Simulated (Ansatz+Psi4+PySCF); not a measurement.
**singlet CH₄O: levels of theory in one basis**

```yaml
atoms:
  - { symbol: C, position_ang: [-0.0464, 0.6631, 0.0000] }
  - { symbol: O, position_ang: [-0.0464, -0.7551, 0.0000] }
  - { symbol: H, position_ang: [-1.0870, 0.9759, 0.0000] }
  - { symbol: H, position_ang: [0.8606, -1.0570, 0.0000] }
  - { symbol: H, position_ang: [0.4381, 1.0716, 0.8895] }
  - { symbol: H, position_ang: [0.4381, 1.0716, -0.8895] }
```

Basis set: cc-pVTZ (spherical functions). Left uncorrelated: 2 orbitals. Charge 0, multiplicity 1.

Computed with Ansatz (development build ahead of 0.2.0) and Psi4 1.11; each method stands on the lowest determinant of its kind that the runs found.

| method | E − E(RHF) (eV) | <S²> of the determinant |
| --- | --- | --- |
| RHF | 0.00 | 0.00 |
| RHF-MP2 | -11.64 | – |
| RHF-CCSD(T) | -12.55 | – |

Task: What does RHF-CCSD give on the same scale?

Result: -12.15 eV.
